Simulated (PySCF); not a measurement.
Computed with PBE0 in PySCF with P def2-TZVP, H def2-TZVP; no relativity; density-fitted integrals. Open shells, if any, are unrestricted.

**Question.** What shape and geometry does isolated singlet PH₄⁺ take (every ligand bound to P)?

**Answer.** Counting electrons, phosphorus keeps none of its valence electrons outside its bonds, so the VSEPR class is AX4 and the expected shape is tetrahedral (Td), as computed. The lowest minimum found is a singlet of Td symmetry with P–H 1.401 Å (×4); H–P–H 109.5° (×6). Its harmonic wavenumbers are 980 (t2), 1129 (e), 2506 (a1), 2558 (t2) cm⁻¹ and its dipole moment is 0.00 D about the centre of mass.

Only a few start shapes were tried, so a lower isomer may exist.
